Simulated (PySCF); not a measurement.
**Atomic charges by several schemes**

Compound: C3H2F2.
Cartesian coordinates in Å at the GFN2-xTB level; atoms count from 1:
```xyz
7
C3H2F2 angstrom
C      1.694   -0.366   -0.087
C      0.532   -0.101    0.018
C     -0.888    0.209    0.095
F     -1.226    1.185   -0.784
F     -1.644   -0.873   -0.221
H      2.717   -0.593   -0.155
H     -1.182    0.544    1.106
```

Density: PBE0/pcSseg-1 (PySCF); schemes: Mulliken, IAO, Hirshfeld and ESP-fitted. Isolated species at its GFN2-xTB geometry, gas phase.

**Question.** Atoms with like bonding are taken together and averaged. Do the Mulliken, IAO, Hirshfeld and ESP-fitted schemes agree on where the charge is highest?

**Answer.** All schemes agree: Mulliken C3 (+0.583); IAO C3 (+0.441); Hirshfeld C3 (+0.163); ESP-fitted C3 (+0.466).

**Question.** At which atom do the 4 schemes differ most?

**Answer.** At C3: from +0.163 (Hirshfeld) to +0.583 e (Mulliken), 0.420 e apart.

**Question.** For which atoms does the sign change between the 4 schemes (beyond +0.03 e in one, beyond −0.03 e in another)?

**Answer.** For none.

**Question.** Tabulate the Mulliken, IAO, Hirshfeld and ESP-fitted charges.

**Answer.** In e; atoms taken as equivalent share a row and are averaged (×n: the atom named and its like, n in all):

| atom | environment | Mulliken | IAO | Hirshfeld | ESP-fitted |
| --- | --- | --- | --- | --- | --- |
| C1 | terminal alkyne carbon | -0.219 | -0.170 | -0.065 | -0.368 |
| C2 | alkyne carbon | +0.027 | -0.067 | -0.060 | -0.044 |
| C3 | CHF2 carbon | +0.583 | +0.441 | +0.163 | +0.466 |
| F4/F5 | fluorine of a CF2 group | -0.291 | -0.291 | -0.103 | -0.217 |
| H6 | alkyne hydrogen | +0.069 | +0.214 | +0.107 | +0.322 |
| H7 | methine hydrogen | +0.123 | +0.163 | +0.061 | +0.059 |

Mean size of the charges over all atoms: ESP-fitted 0.242 e, IAO 0.234 e, Mulliken 0.229 e, Hirshfeld 0.095 e. Each set sums to the total charge, 0, to within 0.001 e. The Hirshfeld scheme divides the density at each point in proportion to the densities of the neutral, spherically averaged free atoms. The Mulliken scheme counts on each atom the diagonal of the density matrix times the overlap matrix over that atom's basis functions.

**Question.** Sum the charges by element.

**Answer.** 
```tsv
element	atoms	Mulliken	IAO	Hirshfeld	ESP-fitted
C	3	+0.390	+0.205	+0.037	+0.054
F	2	-0.583	-0.582	-0.205	-0.434
H	2	+0.192	+0.377	+0.168	+0.380
```

**Question.** How closely do the schemes follow one another over all atoms?

**Answer.** Correlation coefficient and root-mean-square difference: IAO with Hirshfeld 0.99, 0.161 e; Mulliken with IAO 0.95, 0.088 e; Hirshfeld with ESP-fitted 0.93, 0.191 e; IAO with ESP-fitted 0.93, 0.103 e; Mulliken with Hirshfeld 0.90, 0.201 e; Mulliken with ESP-fitted 0.89, 0.131 e.

**Question.** How many electrons does the Hirshfeld scheme count on F4?

**Answer.** Its own charge is -0.103 e, so Z − q = 9.103.
